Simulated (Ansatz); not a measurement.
Consider the substitution at a C–C bond: `C=C(C)C(O)=S` + `CC(O)Cl` → `COC(C)Cl` + `C=CC(O)=S`.

Gas-phase electronic energies from Ansatz, PBE0-D4/def2-TZVP geometries. CBS: MP2 limit from def2 TZ/QZ plus the TZ coupled-cluster correction, frozen cores. Functionals use def2-TZVPP. Each species was taken in one conformer, which may not be the lowest.

```tsv
level	ΔE (kJ/mol)
PBE0-D4	52.0
ωB97X-V	46.0
PBE0	50.7
CCSD/def2-TZVPP	49.1
CCSD(T)/def2-TZVPP	50.0
SCS-MP2/def2-QZVPP	51.5
HF/CBS(def2)	37.5
MP2/CBS(def2)	57.5
```

Q: What does CCSD(T)/CBS give? (Best estimate.)

A: The calculation gave: +51.2 kJ/mol. The listed levels differ from it by 0.8, -5.2, -0.5, -2.1, -1.2, 0.3, -13.7, 6.3 kJ/mol.

Largest T1 diagnostic among the species: 0.018.

In def2-TZVPP, CCSD(T) changes the Hartree–Fock value by +12.4 kJ/mol (the triples alone add +0.9 kJ/mol) and MP2 by +18.7 kJ/mol.
